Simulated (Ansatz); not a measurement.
System: CH3O, net charge -1, singlet state. 
Coordinates optimised at B3LYP-D3(BJ)/def2-TZVP (Ansatz, a quantum-chemistry and plane-wave program):
```
C
O 1 1.3204
H 1 1.1462 2 116.58
H 1 1.1462 3 101.52 2 127.77
H 1 1.1462 3 101.52 4 104.45
```
Charge -1, spin multiplicity 1.

Parts of the frozen-core correlation energy in cc-pVDZ (Ansatz, hartree). Frozen orbitals: 2; correlated occupied orbitals by spin: 7 and 7; virtual: 34 and 34. No spin-orbit coupling. Non-relativistic.

| term | value |
|---|---|
| reference (HF) | -114.39363 |
| MP2 opposite-spin | (withheld) |
| MP2 same-spin | (withheld) |
| CCSD correlation | -0.36391 |
| (T) | (withheld) |
| CCSDT minus CCSD(T) | -0.00056 |
| T1 diagnostic | 0.016 |
| largest doubles amplitude | 0.029 |

**Question.** Complete the blanks.

**Answer.** 
- MP2 opposite-spin, value: -0.25878
- MP2 same-spin, value: -0.08446
- (T), value: -0.00904
